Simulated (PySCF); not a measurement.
Magnesium: a sound run and one with changed settings

Sound run: Mg [Ne] 3s2, Mg⁺ [Ne] 3s1. Computed with PySCF 2.14 in def2-TZVP (5s4p3d, 32 functions), with no relativity, point nucleus. In the sound run the correlated levels freeze [Ne]. The sound run starts from symmetry-adapted Hartree-Fock orbitals and uses a fine grid where one is needed.

Changed run: basis STO-3G. This setting is unsound on purpose.

```
species   method  sound run (hartree)  changed run (hartree)  converged
     Mg      UHF           -199.60663             -197.00735        yes
     Mg      PBE           -199.94297             -197.31733        yes
     Mg   M06-2X           -200.04949             -197.46661        yes
     Mg      MP2           -199.62834             -197.02783        yes
     Mg  CCSD(T)           -199.63935             -197.04357        yes
    Mg⁺      UHF           -199.36368             -196.96676        yes
    Mg⁺      PBE           -199.66248             -197.21857        yes
    Mg⁺   M06-2X           -199.76348             -197.37156        yes
```

Ionisation energy of Mg:

| method | sound run (eV) | changed run (eV) |
| --- | --- | --- |
| UHF | 6.611 | 1.105 |
| PBE | 7.633 | 2.687 |
| M06-2X | 7.783 | 2.586 |
| MP2 | 7.202 | 1.662 |
| SCS-MP2 | 7.320 | 1.773 |
| CCSD | 7.501 | 2.090 |
| CCSD(T) | 7.501 | 2.090 |
| CCSDT | 7.501 | 2.090 |
| FCI | 7.501 | 2.090 |

A minimal basis cannot let orbitals breathe on ionisation and holds almost no correlation.

For comparison, NIST gives 7.646 eV between the lowest levels.
